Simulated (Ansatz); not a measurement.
System (SMILES): C=O (CH2-O).
Atoms: O1, C2, H3, H4. Bonds: O1-C2, C2-H3, C2-H4.

Basis-set convergence of the optimised C2-H3 bond length at PBE with Ansatz (a quantum-chemistry and plane-wave program). All functions are spherical. The program fits the integrals of some runs and decomposes those of others, by size. No added dispersion term, no relativity. Reference: the value in def2-QZVPPD, 1.1173 Å, itself unsure by roughly 0.0002 Å (its mean distance from pcseg-3, def2-QZVPP, cc-pVQZ). Deviations are taken from unrounded values.

```csv
basis,functions,optimised C2-H3 bond length (Å),minus reference (Å)
6-31G,22,1.1142,-0.0030
def2-SV(P),32,1.1348,0.0175
cc-pVDZ,38,1.1311,0.0139
def2-SVP,38,1.1324,0.0151
pcseg-1,38,1.1260,0.0087
"6-311++G(2d,2p)",74,1.1170,-0.0003
def2-TZVPPD,111,1.1175,0.0002
aug-cc-pVTZ,138,1.1173,0.0001
aug-pcseg-2,138,1.1172,0.0000
```
